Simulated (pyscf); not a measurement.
Single points on ωB97X-D3(BJ)/def2-SVP structures (PySCF, gas phase). Correlated levels are frozen-core, on RHF or UHF. ΔMP2 is the change of the MP2 total energy from the triple- to the quadruple-zeta basis.

Question: Estimate the classical barrier height and the reaction energy of AuH (SMILES [AuH]) + Cl–Cl (SMILES ClCl) -> Cl–Au (SMILES [Cl][Au]) + HCl (SMILES Cl) at CCSD(T)/def2-TZVPP + ΔMP2(QZVPP). The step runs on the singlet surface, breaks Au–H, Cl–Cl and forms Au–Cl, Cl–H; take the separated reactants as zero.

Answer: ΔE‡ = 20.8 kJ/mol, ΔE = -176.6 kJ/mol. Zero-point energy shifts the barrier by +6.9 kJ/mol. It is a four-centre exchange, with an imaginary mode of 247i cm⁻¹. On the reactant side the descent ends in an adduct with a Au–Cl contact, 62.7 kJ/mol under the separated species and 82.5 kJ/mol under the saddle at ωB97X-D3(BJ)/def2-TZVP. On the product side the descent ends in an adduct with a Au–Cl contact, 103.1 kJ/mol under the separated species and 324.6 kJ/mol under the saddle at ωB97X-D3(BJ)/def2-TZVP. What is counted as formed (Au–Cl) is already present as a longer contact in the reactant adduct; forming that adduct is a step of its own. One saddle was located; it need not be the lowest between these sides. One closed-shell reference is unstable to symmetry breaking; treat the single-reference values with care. The CCSD(T) − MP2 part came from Ansatz, without density fitting, on the same reference. The frozen core leaves the outer d or s,p core shells of the metals and heavy elements correlated in the MP2 and CC values, and def2-TZVPP describes them poorly, which can shift differences by a few kcal/mol. Elements past Kr carry the def2 core potentials, without spin-orbit coupling.
